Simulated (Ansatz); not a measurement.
# BH₃O (singlet): wave-function methods side by side at a displaced geometry (v1), cc-pVDZ

An exercise on one series of results from a longer session: the logs are not shown, and one member is left open.

Computed with Ansatz 0.2.0, Gaussian basis. Level: cc-pVDZ, core rule «outside noble gas», up to 2 orbitals frozen.

Plan: UHF; CCSD(T) on RHF; BCCD(T) on RHF; CISD; CCSDT(Q) on RHF.

21 further runs of the same task are left out: 1 for a known fault of the program, 6 that didn't finish, 14 set aside as unsound or not needed.

**The system**

The geometry is a PBE0/def2-TZVP stationary point (not a proven minimum) with its atoms shifted at random (size 0.040 Å).

5 atoms, charge 0, spin multiplicity 1.

Atoms are counted from 1 here; the program's logs count them from 0.

Bond lengths: B1–O2 1.361 Å, B1–H3 1.222 Å, B1–H4 1.201 Å, O2–H5 1.010 Å. Angles: O2–B1–H3 118.1°, O2–B1–H4 114.7°, H3–B1–H4 127.2°, B1–O2–H5 115.6°.

Geometry (Å):

```tsv
atom	x (Å)	y (Å)	z (Å)
B1	0.0040	0.0671	0.7517
O2	0.0032	-0.1080	-0.5978
H3	0.0512	1.2094	1.1841
H4	-0.0516	-0.9491	1.3893
H5	-0.0940	0.7342	-1.1466
```

The first run:

in.yaml reads:

```yaml
crystal:
  periodic: [false, false, false]
  atoms:
    - {symbol: B, position_ang: [0.004046, 0.067090, 0.751706]}
    - {symbol: O, position_ang: [0.003213, -0.107990, -0.597823]}
    - {symbol: H, position_ang: [0.051177, 1.209395, 1.184094]}
    - {symbol: H, position_ang: [-0.051600, -0.949066, 1.389273]}
    - {symbol: H, position_ang: [-0.093984, 0.734238, -1.146581]}
basis:
  gaussian: {orbitals: cc-pVDZ}
magnetization: {spin_polarized: true, initial_magnetization: 0}
hamiltonian: {xc: hf}
output: {orbitals: {seedname: orbitals}}
```

The run is started by

```sh
ansatz run in.yaml --threads 1 --pin off --events-out ev --progress --plain --max-ram 2393MiB
```

Among the steps run: UHF; CCSD(T) on RHF; BCCD(T) on RHF; CISD; CCSDT(Q) on RHF.

One table of the session follows, with a row left open; its other results are not shown here.

It belongs to the step «Misses and costs». 

```
   method  from RCCSDT(Q) (meV)
      RHF               +8473.6
     RMP2                +802.8
     CISD                +802.8
    RCCSD                +216.9
 RCCSD(T)                 +32.2
  BCCD(T)                     ?
   RCCSDT                 +18.6
RCCSDT(Q)                     0
```

Estimate the missing values for BCCD(T).

As computed: from RCCSDT(Q) (meV): +31.1. In the column «from RCCSDT(Q) (meV)» it lies between RCCSDT (+18.6) and RCCSD(T) (+32.2).
